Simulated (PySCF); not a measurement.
## Shapes and spin states of H₂S

Level of theory: PySCF, B3LYP, basis S def2-TZVP, H def2-TZVP (no relativity, density fitting).

Relaxations began from a few typed shapes and spin states; open shells are unrestricted. The search is not exhaustive: other isomers or separated fragments can lie lower, and high-lying points may rest on an excited occupation.

```csv
spin,group,bonds,angles,imaginary modes (cm⁻¹),ΔE (kJ/mol),ΔE with ZPE (kJ/mol)
singlet,C2v,S–H 1.343 Å (×2),H–S–H 92.6°,none,0.0,0.0
singlet,D∞h,S–H 1.318 Å (×2),H–S–H 180.0°,"1844i, 1844i",295.7,–
triplet,C2v,S–H 1.531 Å (×2),H–S–H 155.8°,405i,406.0,–
triplet,D∞h,S–H 1.525 Å (×2),H–S–H 180.0°,"578i, 395i",410.9,–
```

The lowest minimum found is the singlet C2v: S–H 1.343 Å (×2); H–S–H 92.6°.

Starts that fell apart ended at 391, 391 kJ/mol on the same scale (coarser grid).

Counting electrons, sulfur keeps 4 of its valence electrons outside its bonds, so the VSEPR class is AX2E2 and the expected shape is bent (C2v), as computed. The angle of 93° is close to 90°: the heavy centre bonds with nearly pure p orbitals and keeps its lone pair s-like.

The electron or spin density has lower symmetry than the nuclear frame for the triplet D∞h at 410.9 kJ/mol.
